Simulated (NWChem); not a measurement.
System: benzene (C6H6); SMILES c1ccccc1

```xyz
12

C      0.9864     0.9864     0.0000
C     -0.3610     1.3474     0.0000
C     -1.3474     0.3610     0.0000
C     -0.9864    -0.9864     0.0000
C      0.3610    -1.3474     0.0000
C      1.3474    -0.3610     0.0000
H      1.7592     1.7592     0.0000
H     -0.6439     2.4031     0.0000
H     -2.4031     0.6439     0.0000
H     -1.7592    -1.7592     0.0000
H      0.6439    -2.4031     0.0000
H      2.4031    -0.6439     0.0000
```
Atoms are numbered in this order, from 1.

Program: NWChem. Pople sets run with spherical d functions. Structure relaxed at the PBE0/def2-SVP level.

Task: Taking B3LYP/def2-TZVP as the yardstick, which of these has the fewest basis functions while keeping “highest occupied level (eV)” within 0.05 eV of it: B3LYP/STO-3G; B3LYP/def2-SVP; B3LYP/3-21G; B3LYP/6-31G*?

Result: none of them.
| level | basis functions | highest occupied level (eV) |
|---|---|---|
| B3LYP/STO-3G | 36 | -5.33 |
| B3LYP/3-21G | 66 | -6.85 |
| B3LYP/6-31G* | 96 | -6.71 |
| B3LYP/def2-SVP | 114 | -6.98 |
| B3LYP/def2-TZVP | 222 | -7.05 |

The yardstick is one finite set, not the basis-set limit.
